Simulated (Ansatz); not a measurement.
# H3S+ (sulfonium): a line through the functionals

H3S+ has 4 atoms, charge +1, and is taken as a singlet. SMILES: `[SH3+]`. The shape is that of a GFN2-xTB optimisation.

The vertical energy of the triplet above the singlet y, in eV, basis 6-31G; a is the functional's share of exact exchange. Programs: Ansatz 0.2.0.

```
functional  program     a  y (eV)
    r2SCAN   Ansatz     0    8.78
      BLYP   Ansatz     0    8.71
     B3LYP   Ansatz   0.2       ?
   r2SCAN0   Ansatz  0.25    8.79
      PBE0   Ansatz  0.25    8.82
     BHLYP   Ansatz   0.5    8.87
```

Question: Fit y = c + s·a to the known rows and predict B3LYP.

Answer: 
1. Means of the 5 rows: a = 0.2000, y = 8.794.
2. Σ(Δa)² = 0.175, Σ(Δa·Δy) = 0.0435, so the slope is 0.0435/0.175 = 0.24857.
3. Intercept: 8.794 − (0.24857) × 0.2000 = 8.744. The largest residual of the fit is 0.036.
4. B3LYP: 8.744 + (0.24857) × 0.2 = 8.79 eV.

The run gave 8.82 eV, so the prediction is off by -0.03 eV, within the scatter of the fit. The rows mix families of semi-local functionals, which the line can't see.
